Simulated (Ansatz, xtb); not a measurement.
## Relative energy of two isomers of CH2NSi

We compare I, `[CH2]N=[Si]`, a doublet, with II, `N#C[SiH2]`, a doublet. Both are isolated molecules in the gas phase, relaxed with PBE0-D3(BJ)/def2-SVP; the shapes shown needn't be the lowest conformers.

I (Å):

```json
{"atom": "C", "x (Å)": "0.4245", "y (Å)": "-0.0963", "z (Å)": "0.5438"}
{"atom": "N", "x (Å)": "-0.4419", "y (Å)": "-1.0406", "z (Å)": "0.6791"}
{"atom": "Si", "x (Å)": "-1.5311", "y (Å)": "-2.2277", "z (Å)": "0.8491"}
{"atom": "H", "x (Å)": "1.0723", "y (Å)": "-0.0413", "z (Å)": "-0.3435"}
{"atom": "H", "x (Å)": "0.5418", "y (Å)": "0.6825", "z (Å)": "1.3117"}
```

II (Å):

```xyz
5

C    -0.9497   -0.0306    0.4519
N    -1.9947    0.4780    0.4818
Si    0.7137   -0.7991    0.2852
H     0.6084   -2.2702    0.4813
H     1.6713   -0.1264    1.2039
```

Energies in hartree; the thermal terms are from PBE0-D3(BJ)/def2-SVP harmonic frequencies (ideal gas, rigid rotor, one conformer each, 600 K, 1 atm) and include the zero-point energy:

|  | I | II |
| --- | --- | --- |
| E, CCSD(T)/def2-TZVP | −382.888179 | −382.888329 |
| zero-point energy | 0.028751 | 0.023299 |
| H(600 K) − E | 0.040953 | 0.036629 |
| G(600 K) − E | −0.028890 | −0.037520 |

Q: Work out ΔE, ΔE₀, ΔH and ΔG for I → II in kcal/mol (1 Eh = 627.51 kcal/mol) and the equilibrium ratio [II]/[I].

A: 1. ΔE = −382.888329 − (−382.888179) = −0.000150 Eh = −0.09 kcal/mol.
2. ΔE₀ = ΔE + ΔZPE = −0.000150 + (−0.005452) Eh = −3.52 kcal/mol.
3. ΔH = ΔE + (−0.004324) Eh = −2.81 kcal/mol.
4. ΔG = ΔE + (−0.008630) Eh = −5.51 kcal/mol, so ΔS = (ΔH − ΔG)/T = +18.8 J/(mol K).
5. kT = 1.9001 mEh, so K = [II]/[I] = exp(−ΔG/kT) = exp(+4.62) ≈ 100.

Structure II is favoured at this temperature. An error of 1 kcal/mol in ΔG would change K by a factor of 2.3. Mirror images and further conformers aren't counted.

As drawn, II has 1 C≡N, 1 C–Si, 2 Si–H in place of 1 C–N, 1 N=Si, 2 C–H.

Other levels gave ΔE = +12.0 (GFN2-xTB); −8.5 (HF/STO-3G, GFN2-xTB geometries); +10.5 (r2SCAN-D4/def2-SVP, GFN2-xTB geometries); +8.7 (PBE0-D3(BJ)/def2-SVP); −4.6 (HF/def2-TZVP); −7.1 (MP2/def2-TZVP) kcal/mol. Open shells are spin-unrestricted, with notable spin contamination. The correlated steps freeze 7 core orbitals. Programs: Ansatz 0.2.0, xtb 6.7.1.
